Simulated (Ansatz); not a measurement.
The same path of C2H2F (5 atoms, charge 0, multiplicity 2) was run twice with different band settings. Lost on the way: C2–H5. Made: C1–H5.

The calculation used UKS PBE-D4/def2-SVP in Ansatz 0.2.0.

Relaxed end points:

```xyz
5
Properties=species:S:1:pos:R:3
C 0.110 -0.859 0.311
C -0.244 0.371 -0.016
F 0.467 1.168 -0.852
H 0.872 -1.627 0.155
H -1.154 0.872 0.361
```

```xyz
5
Properties=species:S:1:pos:R:3
C -0.249 -0.333 0.309
C 0.009 0.779 -0.370
F 1.006 1.080 -1.170
H 0.432 -1.202 0.254
H -1.148 -0.397 0.936
```

Common settings: movable images 5; climbing image yes; optimiser quadratic models (default); start path through a guess of the saddle point; force threshold 0.05 eV/Å; iteration limit 60; end points relaxed.

| run | spring |
| --- | --- |
| 1 | 5.0 eV/Å² |
| 2 | 2.0 to 10.0 eV/Å², energy-weighted |

(1) What does each run give, and how far can it be trusted?

## Answers

(1) Run 1: converged after 31 iterations, highest image 1.895 eV above the first end. A vibrational analysis at the climbing image gives one clearly imaginary mode, 1895i cm⁻¹: a first-order saddle point.
Run 2: converged after 15 iterations, highest image 1.895 eV above the first end. Another band between the same ends (5 images) ends at a top of the same energy, where a vibrational analysis finds 1 clearly imaginary mode.
